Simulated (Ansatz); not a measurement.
## Bismuth, A7 rhombohedral: convergence with the plane-wave cutoff

Computed with Ansatz, LDA, scalar-relativistic PAW, on the relaxed cell (a = 4.490 Å, c = 11.517 Å (c/a = 2.565); spin not included). Errors count from a run at 420 eV on a Γ-centred 14×14×14 mesh with Fermi-Dirac smearing of 0.1 eV, extrapolated to zero width. Fixed here: mesh 9×9×9, Fermi-Dirac width 0.1 eV. The pressure holds a Pulay correction and is unreliable far below the recommended cutoff. The SCF starts from atomic densities corrected by a trained network.

| cutoff (eV) | E(σ→0) error (meV/atom) | P (GPa) | SCF iterations |
| --- | --- | --- | --- |
| 150 | 68324.8 | 2.08 | 8 |
| 200 | 9001.3 | 0.84 | 7 |
| 250 | 1041.0 | 0.27 | 6 |
| 300 | 83.0 | 0.03 | 6 |
| 350 | -1.4 | 0.01 | 6 |
| 420 | -5.4 | 0.00 | 6 |
| 500 | -6.3 | 0.00 | 6 |
| 600 | -6.5 | 0.00 | 6 |
| 800 | -6.7 | 0.00 | 6 |

Within 5 meV/atom of the last row: from 420 eV on.
